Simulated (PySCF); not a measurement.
Species: trichloroethylene, C2HCl3.
Geometry (GFN2-xTB, Å), atoms numbered from 1 in this order:
```
atom  x, y, z in Å
Cl1    1.889    0.987   -0.019
C2     0.690   -0.229   -0.029
C3    -0.610    0.051    0.014
Cl4   -1.240    1.642    0.083
Cl5   -1.781   -1.204    0.002
H6     1.055   -1.243   -0.073
```

The closed-shell ground state was solved at several levels (PySCF, density fitting, gas phase, non-relativistic).

```json
{"level": "PBE0/def2-SVPD", "basis functions": "129", "total energy (Eh)": "-1456.3685", "HOMO (eV)": "-7.51", "LUMO (eV)": "-0.99", "gap (eV)": "6.52", "dipole (D)": "0.92"}
{"level": "PBE0/pcSseg-1", "basis functions": "111", "total energy (Eh)": "-1456.7647", "HOMO (eV)": "-7.48", "LUMO (eV)": "-0.86", "gap (eV)": "6.62", "dipole (D)": "0.95"}
```

(1) Estimate the row for CAM-B3LYP/def2-SVPD, a basis of 129 functions; the other rows only guide the guess.

(2) Over all these levels, which gives the widest orbital gap and which the narrowest?

(3) How far do the dipole and the HOMO energy spread over the levels?

## Answers

(1) Total energy -1456.9040 Eh, HOMO -8.78 eV, LUMO 0.14 eV, gap 8.92 eV, dipole 0.94 D.

(2) CAM-B3LYP/def2-SVPD (range-separated hybrid) has the widest, 8.92 eV, and PBE0/def2-SVPD (global hybrid, 25 % exact exchange) the narrowest, 6.52 eV. The two share the basis. From the narrowest to the widest the HOMO moves by -1.27 eV and the LUMO by +1.13 eV.

(3) The dipole runs from 0.92 to 0.95 D (mean 0.94 D) and the HOMO from -8.78 to -7.48 eV.
